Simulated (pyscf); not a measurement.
Thermochemistry of product channels of HO–GaH₂ on the singlet surface, in kcal/mol, from ωB97M-D3(BJ)/def2-TZVP energies (ideal gas, 1 atm, RRHO with modes under 100 cm⁻¹ raised to 100, one conformer, R ln 2 for rigid chiral ones). Structures and frequencies: ωB97X-D3(BJ)/def2-SVP in PySCF.

```json
[
 {"products": "O=GaH + H₂", "ΔE": "[?]", "ΔH(298 K)": "+48.7", "ΔG(298 K)": "+41.7", "ΔG(900 K)": "[?]"},
 {"products": "HO–Ga [singlet] + H₂", "ΔE": "+3.8", "ΔH(298 K)": "+2.0", "ΔG(298 K)": "-6.2", "ΔG(900 K)": "-23.5"},
 {"products": "H₂O + GaH [singlet]", "ΔE": "+31.3", "ΔH(298 K)": "+31.7", "ΔG(298 K)": "+22.7", "ΔG(900 K)": "+5.0"}
]
```

Task: Some entries are withheld; supply them.

Result: 
- O=GaH + H₂, ΔE: +51.9
- O=GaH + H₂, ΔG(900 K): +27.0

The channel to H₂O + GaH [singlet] turns favourable between 298 and 1200 K (ΔG from +22.7 kcal/mol to -3.4 kcal/mol).

These are energies of the channels, which say nothing of barriers. Elements up to Kr have no core potential and no relativistic terms here.
